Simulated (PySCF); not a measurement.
SiH₂ + O₂ → SiO + H₂O

Level: B3LYP in the def2-TZVP basis family, all electrons, no relativity, computed in PySCF with density fitting; open shells unrestricted.

```json
{"species": "SiH₂", "state and structure": "singlet, C2v, Si–H 1.523 Å (×2); H–Si–H 91.5°", "E (Eh)": "-290.64117", "ZPE (kJ/mol)": "30.5", "H(298 K) − H(0) (kJ/mol)": "10.0", "S° (J/(mol K))": "207.4"}
{"species": "O₂", "state and structure": "triplet, D∞h, O–O 1.204 Å", "E (Eh)": "-150.38977", "ZPE (kJ/mol)": "9.8", "H(298 K) − H(0) (kJ/mol)": "8.7", "S° (J/(mol K))": "205.0"}
{"species": "SiO", "state and structure": "singlet, C∞v, Si–O 1.513 Å", "E (Eh)": "-364.78641", "ZPE (kJ/mol)": "7.5", "H(298 K) − H(0) (kJ/mol)": "8.7", "S° (J/(mol K))": "211.5"}
{"species": "H₂O", "state and structure": "singlet, C2v, O–H 0.963 Å (×2); H–O–H 105.2°", "E (Eh)": "-76.46303", "ZPE (kJ/mol)": "55.6", "H(298 K) − H(0) (kJ/mol)": "9.9", "S° (J/(mol K))": "188.8"}
```

(1) What is the electronic reaction energy?

(2) Add zero-point, thermal and entropy terms for 298.15 K and 1 bar.

Results:

(1) At B3LYP/def2-TZVP, ΔE = -573.7 kJ/mol from the differences of the total energies times 2625.5, downhill. 

(2) ΔZPE = 22.8 and Δ[H(298) − H(0)] = -0.1 kJ/mol give ΔH° = -551.0 kJ/mol. ΔS° = -12.1 J/(mol K), so ΔG° = -551.0 − 298.15 × (-0.0121) = -547 kJ/mol.

The structures come from searches over a few start shapes, so lower isomers are not excluded.
